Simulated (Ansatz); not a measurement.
Input file:

```yaml
crystal:
  periodic: [false, false, false]
  atoms:
    - {symbol: Cl, position_ang: [0.000000, -0.055658, 1.688865]}
    - {symbol: Ga, position_ang: [0.000000, 0.076015, -0.402797]}
    - {symbol: N, position_ang: [0.000000, -0.278338, -2.078963]}
    - {symbol: H, position_ang: [0.000000, 0.567370, -2.650692]}
basis:
  gaussian: {orbitals: STO-3G}
total_charge: 1
magnetization: {spin_polarized: true, initial_magnetization: 1}
hamiltonian: {xc: {name: B3LYP}, pseudopotentials: {relativity: none}}
correlation: {method: ccsd, electrons: outside_noble_gas}
accuracy: high
scf: {lower_state_search: full}
```

```sh
$ ansatz run in.yaml --threads 1 --pin off --events-out ev --progress --plain --max-ram 2393MiB
```

Log:

```
509 factors; integrals over basis functions are off by at most 1.3e-8 eV
mean field evaluation 1: about -64651.6808 eV, gradient 3.0e2 eV
mean field evaluation 2: about -64651.5658 eV, gradient 3.0e2 eV
mean field evaluation 4: about -65365.9304 eV, gradient 8.8e1 eV
mean field evaluation 8: about -65623.1561 eV, gradient 2.1e1 eV
mean field evaluation 16: about -65629.0370 eV, gradient 1.9e0 eV
mean field evaluation 32: about -65628.8039 eV, gradient 1.9e-5 eV
mean field evaluation 64: about -65625.3076 eV, gradient 2.5e0 eV
mean field evaluation 96: about -65360.0452 eV, gradient 1.5e2 eV
mean field evaluation 128: about -65419.7795 eV, gradient 1.4e2 eV
mean field evaluation 160: about -65628.8039 eV, gradient 1.7e-5 eV
...
mean field -65628.80388207 eV, -2411.8140578650 hartree, gradient 7.0e-8 eV, S^2 0.772296; 9 other end points of the search recorded, 0 dependent functions left out
20 core orbitals not correlated, not the lowest: weight in the atoms' cores, before any rotation towards them, 0.398 or more for the frozen orbitals, at most 0.360 for the correlated occupied ones
reference -65566.71466585 eV, -2409.5323212547 hartree; 8, 7 occupied and 5, 6 virtual orbitals, 509 factors
second order -2.69959225 eV of doubles, -0.45689983 eV of singles
...
cycle  21  -3.08868102 eV  change    5.4e-8 eV  update   7.2e-8
cycle  22  -3.08868096 eV  change    5.9e-8 eV  update   4.8e-8
cycle  23  -3.08868110 eV  change   -1.4e-7 eV  update   1.0e-7
cycle  24  -3.08868100 eV  change    9.9e-8 eV  update   4.6e-8
cycle  25  -3.08868102 eV  change   -2.0e-8 eV  update   2.7e-8
cycle  26  -3.08868101 eV  change    6.3e-9 eV  update   1.6e-8
cycle  27  -3.08868101 eV  change    4.7e-9 eV  update   8.4e-9
cycle  28  -3.08868101 eV  change   9.1e-10 eV  update   4.7e-9
cycle  29  -3.08868100 eV  change    3.7e-9 eV  update   2.4e-9
cycle  30  -3.08868100 eV  change   2.6e-10 eV  update   1.2e-9
Total energy: -65569.80334685 eV, -2409.6458281879 hartree
```

Ran on 1 thread of Arm Neoverse V2, shared host: 16 s wall, 0.18 GiB peak host memory.
